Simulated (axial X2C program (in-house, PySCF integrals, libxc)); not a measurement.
# Curves of AlH⁻ by EOM-EA-CCSD

Computed with an axial X2C code built on PySCF integrals: two-component X2C with atomic mean-field Coulomb and Gaunt terms, Gaussian nuclei, basis Al dyall-av3z, H dyall-av3z with contracted cores.

Energies in eV from the lowest point of the lowest state; states are followed by energy order within each Ω. Reference: AlH, 4 electrons correlated in 92 virtual spinors with an MP2 remainder; levels at this size can be off by some tenths of an eV. Masses 26.982 and 1.008 u.

| R (Å) | (1)Ω=1/2 | (1)Ω=3/2 |
| --- | --- | --- |
| 1.536 | 0.1229 | 0.1267 |
| 1.602 | 0.0349 | 0.0388 |
| 1.669 | 0.0000 | 0.0040 |
| 1.744 | 0.0080 | 0.0121 |
| 1.819 | 0.0521 | 0.0563 |
| 1.919 | 0.1482 | 0.1526 |

(1) Fit the curves (1)Ω=1/2, (1)Ω=3/2 near their minima.

For AlH at CCSD, and between the minima:

Re = 1.657 Å, ωe = 1675.8 cm⁻¹; removing the electron costs 0.134 eV without zero-point terms.

T1 of the reference reaches 0.015 (Lee–Taylor). Curves followed by order can swap character. Number of frozen shells: Al 2 s, 1 p; H none. Roots with under 60 % one-particle weight at any point are counted in the labels but not shown, and the list ends where the roots sought for some Ω run out; states that need a further excitation are missing and may lie low or lowest. Curves with a minimum but no constants failed the fit check.

## Answers

(1) At EOM-EA-CCSD from AlH (the fit fixes ωe to about one per cent; ωe of higher roots by this method can be off by ten per cent):

```tsv
state	Te (cm⁻¹)	Re (Å)	ωe (cm⁻¹)
(1)Ω=1/2	0	1.692	1501.9
(1)Ω=3/2	30	1.692	1502.6
```
